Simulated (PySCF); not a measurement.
Spin states of SiH⁺

Unrestricted PBE0; PySCF, no relativity, basis sets Si def2-TZVPPD, H def2-TZVPPD. Outer shells of the fragments: Si+ 3s2 3p1; H 1s1.

Followed along the bond (rough minima from three points):

```json
{"2Ms+1": "1", "unpaired": "none", "⟨S²⟩ at the start": "0.00", "R at minimum (Å)": "1.52", "Te (eV)": "0.00"}
{"2Ms+1": "3", "unpaired": "σ ↑, π ↑", "⟨S²⟩ at the start": "2.01", "R at minimum (Å)": "1.55", "Te (eV)": "1.98"}
```

Solutions found at the starting distance of 1.535 Å, counted from the lowest of them; the search is not exhaustive and high or unbound solutions are not listed, so other states can lie among these:

```tsv
2Ms+1	unpaired	term	E (eV)	⟨S²⟩	⟨Lz²⟩	μ (D)
1	none	¹Σ⁺	0.00	0.00	0.00	0.45
3	σ ↑, π ↑	³Π	1.98	2.01	1.01	0.44
1	σ ↑, π ↓	mixed	2.42	1.03	1.01	0.66
3	π ↑↑	³Σ⁻	5.73	2.17	0.00	0.48
1	π ↑↓	mixed	6.34	1.01	2.03	0.38
3	σ ↑↑	³Σ⁺	6.84	2.00	0.00	0.62
1	none	mixed	7.45	0.00	2.00	0.36
```

A term symbol is given only where ⟨S²⟩ and ⟨Lz²⟩ are close to those of a pure state; real π, δ and φ orbitals otherwise mix terms. A positive dipole points towards H; it is taken about the centre of mass and depends on that origin.

Counting both spins, an empty level lies below a filled one in some of these solutions, because spin and occupation are held.
